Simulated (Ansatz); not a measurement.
**AsH2, quartet in aug-cc-pVTZ: errors against UCCSDT(Q)**

Geometry: that of the AsH2⁻, triplet, kept fixed. The doublet lies 3.9 eV lower here.

```xyz
3

As    0.0000    0.0191    0.0272
H     0.0000   -1.5033   -0.1111
H     0.0000    0.0833   -1.9075
```

Basis aug-cc-pVTZ; Ansatz 0.2.0. Correlated methods freeze the noble-gas cores and the filled d shells of p-block atoms, which leaves 7 electrons in 91 orbitals. Prefix R: restricted or restricted open-shell reference; prefix U: unrestricted. Active spaces: valence = (7e, 6o) chosen from the atoms' valence shells. No spin–orbit coupling is included, and no scalar relativity.

Full CI isn't at hand for all of this; UCCSDT(Q) serves as the reference, and is uncertain by about the last step of the cluster series. The frozen core follows each run's orbitals, which can shift R against U totals by a few meV for light atoms and by up to 0.1 eV past Ca.

* UHF ⟨S²⟩: 3.767
* T1 diagnostic (RCCSD): 0.0240
* largest doubles amplitude (RCCSD): 0.043
* T1 diagnostic (UCCSD): 0.0182

| level | E − E(UCCSDT(Q)) (mEh) | share of correlation (%) | wall time |
| --- | --- | --- | --- |
| UHF | 132.69 | 3.78 | – |
| UMP2 | 27.34 | 80.17 | – |
| UCCSD | 5.56 | 95.97 | – |
| UCCSD(T) | 1.02 | 99.26 | 6.5 s (H100) |
| UCCSDT | 0.15 | 99.89 | – |

The correlation energy at UCCSDT(Q), counted from RHF, is -3.753 eV. That run took 7.5 s on 2 threads of AMD EPYC 7R13 with a shared H100 80 GB, shared host.

Run but not shown, since their state or frozen core can't be matched to the reference's or they repeat it: RHF, RMP2, RCCSD, RCCSD(T), BCCD(T), RCCSDT, RCCSDT(Q), CASSCF (valence space), NEVPT2 (valence space), NEVPT4(SD) (valence space), MRCISD (valence space), MRCISD+Q (valence space).

Times hold each run's SCF and search for its determinant on a shared host, so for small cases they say little of a method's own cost.

Natural occupations of CASSCF (valence space) about the gap: 1.995 1.968 1.001 1.000 0.999 0.036; effectively unpaired electrons, Σ n²(2−n)², 3.01.
